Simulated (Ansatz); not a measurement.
Ansatz (a first-principles code) input:
A basis named .json is the Basis Set Exchange file of that set.

Ansatz 0.2 input:
```yaml
crystal:
  periodic: [false, false, false]
  atoms:
    - {symbol: C, position_ang: [0.04331652, 0.08857560, -0.05016834]}
    - {symbol: O, position_ang: [0.28420037, 1.16326135, -0.56413326]}
    - {symbol: O, position_ang: [-1.17571396, -0.20940703, 0.47575220]}
    - {symbol: H, position_ang: [-1.73368907, 0.57233750, 0.34585940]}
    - {symbol: C, position_ang: [0.98613656, -0.99360220, 0.07293969]}
    - {symbol: H, position_ang: [0.70810696, -1.92539382, 0.54158403]}
    - {symbol: H, position_ang: [1.98097231, -0.84761866, -0.31702305]}
basis:
  gaussian:
    orbitals: cc-pVTZ
    fitting: {mean_field: def2-universal-jkfit, correlation: cc-pVTZ-RIFIT.json}
magnetization: {spin_polarized: true, initial_magnetization: 1}
correlation: {method: mp2, electrons: outside_noble_gas}
```

Task: Predict the final energy.

Result: -228.03382 Eh (RI-MP2/cc-pVTZ). The basis has 162 functions.

It need not be the lowest isomer of its formula.
